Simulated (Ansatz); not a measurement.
Born–Oppenheimer molecular dynamics of H4O2Si (7 atoms, charge 0, multiplicity 1). It starts from a relaxed structure.

Computed with Ansatz 0.2.0, RKS PBE-D4/6-31G.

```
ensemble        : NVT, Nosé–Hoover chain
time step       : 0.5 fs
steps asked     : 150
set temperature : 300 K
thermostat      : time constant 100 fs, chain length 3 (defaults)
seed            : 431601
```

First frame:

```xyz
7
Properties=species:S:1:pos:R:3
Si -0.076 -0.130 0.192
H 0.016 0.075 1.669
O 1.580 -0.216 -0.331
H 1.817 -0.504 -1.238
O -0.968 1.250 -0.374
H -1.310 1.299 -1.293
H -0.802 -1.405 -0.229
```

**Question.** How far do the bonds stretch over the last three quarters of this one trajectory? (Pairs bonded in most of those frames.)

**Answer.** 
| bond | mean (Å) | spread (Å) | shortest | longest |
| --- | --- | --- | --- | --- |
| Si1–H2 | 1.497 | 0.011 | 1.48 | 1.52 |
| Si1–O3 | 1.734 | 0.023 | 1.69 | 1.77 |
| Si1–O5 | 1.742 | 0.006 | 1.73 | 1.75 |
| Si1–H7 | 1.528 | 0.040 | 1.47 | 1.59 |
| O3–H4 | 0.983 | 0.012 | 0.96 | 1.01 |
| O5–H6 | 0.985 | 0.031 | 0.94 | 1.03 |

Mean temperature of the second half: 161 K. The conserved energy stayed within 0.26 meV per atom of its start (net change 0.25 meV per atom), so the integration is sound. The mean temperature of the second half is 46 % below the set value. A run of 0.075 ps of so small a system gives no equilibrium averages. Limits of this set-up: no polarisation functions.

Time of the run: 2.6 min on 1 thread of Arm Neoverse V2, on a shared host, peak memory 0.084 GiB.
